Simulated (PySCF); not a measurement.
Species: C4H5O2 (charge -1).
SMILES with atom numbers: `[O:1]=[C:2]([O-:3])[CH:4]1[CH2:5][CH2:6]1` (hydrogens: H7 on C4; H8, H9 on C5; H10, H11 on C6)

The geometry is computed with GFN2-xTB (gas phase).

Question: Give the optimised bond lengths and angles.

Answer: 
```csv
bond,length (Å)
O1=C2,1.241
C2–O3,1.239
C2–C4,1.565
"C4–C5, C4–C6",1.499
C5–C6,1.495
C4–H7,1.086
"C5–H8, C6–H11",1.081
"C5–H9, C6–H10",1.085
```

Bonds in one row agree within 0.01 Å and their mean is given. A selection of angles:
```csv
angle,degrees
O1–C2–O3,129.3
O1–C2–C4,114.6
O3–C2–C4,116.1
C2–C4–C5,119.1
C2–C4–H7,113.3
C5–C4–C6,59.8
C5–C4–H7,117.9
C4–C5–C6,60.1
C4–C5–H8,116.4
C4–C5–H9,119.6
C6–C5–H8,117.1
C6–C5–H9,118.9
H8–C5–H9,114.3
```

Torsions: O1–C2–C4–C5 145° (anticlinal); C2–C4–C5–C6 109° (anticlinal); C2–C4–C6–C5 -109° (anticlinal).

C2 (carboxylate carbon) is planar (angles 129.3°, 116.1° and 114.6°, sum 360.0°, 0.00 Å off the plane of its three neighbours). The C–C distances run from 1.495 Å (C5–C6, drawn single) to 1.565 Å (C2–C4, drawn single), a spread of 0.070 Å. The 3-membered ring C4–C5–C6 has internal angles of 59.8° to 60.1°. Of the pairs four or more bonds apart, O3···H11 is among the closest relative to their van der Waals radii: 2.64 Å, 97 % of the sum of Bondi's values.

Point group: Cs (tolerance 0.08 Å). GFN2-xTB frequencies: not computed here.

One conformer stands for the species.
